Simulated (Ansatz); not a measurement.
Two structures of CH₄FO (charge -1), singlet, reached by relaxing down either side of one saddle point (PBE0-D4/def2-TZVPD). Energies are electronic, without zero-point energy. Computed with Ansatz 0.2.0 (basis: def2-TZVPPD and def2-QZVPPD); correlated methods freeze the cores. Extrapolation: Hartree–Fock as exp(−7.88 √X), correlation as X^−2.97. First:

F1  (-1.252, -0.918, 1.630)
C2  (-0.439, -0.395, 0.588)
O3  (0.876, 1.061, -1.239)
H4  (-1.064, 0.088, -0.156)
H5  (0.110, -1.218, 0.137)
H6  (0.254, 0.335, 0.998)
H7  (1.514, 1.047, -1.958)
(Å)

Second:

F1  (1.558, -1.147, 1.347)
C2  (-0.562, 0.325, -0.327)
O3  (0.777, 0.095, -0.527)
H4  (-0.987, 0.903, -1.166)
H5  (-1.163, -0.604, -0.248)
H6  (-0.778, 0.903, 0.595)
H7  (1.156, -0.476, 0.325)
(Å)

Task: Which bonds change from the first to the second?

Result: [CH₃F ([CH3][F]) + OH]⁻ → [CH₄O ([CH3][OH]) + F]⁻; bonds formed: C2–O3; bonds broken: F1–C2.

Task: Give the saddle point's structure and its height above each. (An estimate is asked for; the value comes from the calculation.)

Result: The calculation gives: 0.478 eV above the first and 2.042 eV above the second (CCSD(T) at an estimated basis limit (MP2 extrapolated from triple and quadruple zeta, plus CCSD(T) − MP2 in triple zeta)).
F1  (-0.978, -1.003, 1.614)
C2  (-0.260, -0.155, 0.266)
O3  (0.500, 0.835, -1.299)
H4  (-1.203, 0.186, -0.118)
H5  (0.179, -1.049, -0.139)
H6  (0.313, 0.493, 0.902)
H7  (1.448, 0.693, -1.227)
(Å)

T1 diagnostic: at most 0.021.

Labels in which every atom is bracketed show which atoms are joined, not bond orders.

For scale, one of the runs: CCSD(T)/def2-TZVPPD, 185 basis functions, launched by `ansatz run in.yaml --threads 2 --pin off --events-out ev --progress --plain --max-ram 4352MiB`. Hardware: 2 CPU threads of an AMD EPYC 7R43, shared host. Wall time 87 s; peak host memory 2 GiB.
